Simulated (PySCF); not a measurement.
**SiCl⁺: script and output**

The script input.py:

```python
from pyscf import gto, scf

mol = gto.M(
    atom='Si 0 0 0; Cl 0 0 1.869',
    basis='6-31+g*',
    charge=1,
    spin=0,
    verbose=4,
)
mf = scf.RHF(mol)
mf.kernel()
mf.nuc_grad_method().kernel()
mf.dip_moment()
print('orbital energies (hartree):', mf.mo_energy[..., max(0, mol.nelec[1]-3):mol.nelec[0]+3].round(4))
```

```bash
$ python input.py
```

It prints (some set-up lines and the per-cycle HOMO/LUMO lines with their warnings removed):

```
PySCF version 2.14.0

[INPUT] Symbol           X                Y                Z      unit          X                Y                Z       unit  Magmom
[INPUT]  1 Si     0.000000000000   0.000000000000   0.000000000000 AA    0.000000000000   0.000000000000   0.000000000000 Bohr   0.0
[INPUT]  2 Cl     0.000000000000   0.000000000000   1.869000000000 AA    0.000000000000   0.000000000000   3.531898126812 Bohr   0.0

nuclear repulsion = 67.3858620647191
number of shells = 20
number of NR pGTOs = 110
number of NR cGTOs = 44
basis = 6-31+g*
ecp = {}

******** <class 'pyscf.scf.hf.RHF'> ********
method = RHF
initial guess = minao
damping factor = 0
level_shift factor = 0
DIIS = <class 'pyscf.scf.diis.CDIIS'>
SCF conv_tol = 1e-09
SCF max_cycles = 50
Initial guess from minao.
init E= -748.575927129991
cycle= 1 E= -748.066690374125  delta_E= 0.509  |g|= 0.33  |ddm|= 1.57
cycle= 2 E= -748.110905905118  delta_E= -0.0442  |g|= 0.126  |ddm|= 0.84
cycle= 3 E= -748.115901929799  delta_E= -0.005  |g|= 0.0236  |ddm|= 0.186
cycle= 4 E= -748.116158793389  delta_E= -0.000257  |g|= 0.00592  |ddm|= 0.054
cycle= 5 E= -748.116181692969  delta_E= -2.29e-05  |g|= 0.00202  |ddm|= 0.013
cycle= 6 E= -748.116184903078  delta_E= -3.21e-06  |g|= 0.000506  |ddm|= 0.00597
cycle= 7 E= -748.116185174113  delta_E= -2.71e-07  |g|= 8.05e-05  |ddm|= 0.0021
cycle= 8 E= -748.116185179612  delta_E= -5.5e-09  |g|= 6.29e-06  |ddm|= 0.000323
cycle= 9 E= -748.116185179638  delta_E= -2.64e-11  |g|= 5.28e-07  |ddm|= 2.23e-05
Extra cycle  E= -748.116185179638  delta_E= 6.82e-13  |g|= 1.47e-07  |ddm|= 1.91e-06
converged SCF energy = -748.116185179638

******** <class 'pyscf.grad.rhf.Gradients'> for <class 'pyscf.scf.hf.RHF'> ********
unit = Eh/Bohr
--------------- RHF gradients ---------------
         x                y                z
0 Si    -0.0000000000     0.0000000000     0.0533918329
1 Cl     0.0000000000    -0.0000000000    -0.0533918329
----------------------------------------------

WARN: System has nonzero charge 1; the dipole moment is origin-dependent.
Location of origin: [0. 0. 0.]

Dipole moment(X, Y, Z, Debye): -0.00000, -0.00000,  1.61390
orbital energies (hartree): [-0.7618 -0.7618 -0.6902 -0.2258 -0.2258 -0.1072]
```

In short: E(SCF) = -748.116185 Eh, 9 cycles, gradient on the second atom -0.0534 Eh/bohr.

Wall time 1.5 s on one thread of a shared host.

Stability towards an unrestricted solution was not tested. The bond length is a typed value, not an optimised one. The dipole of an ion depends on the origin.
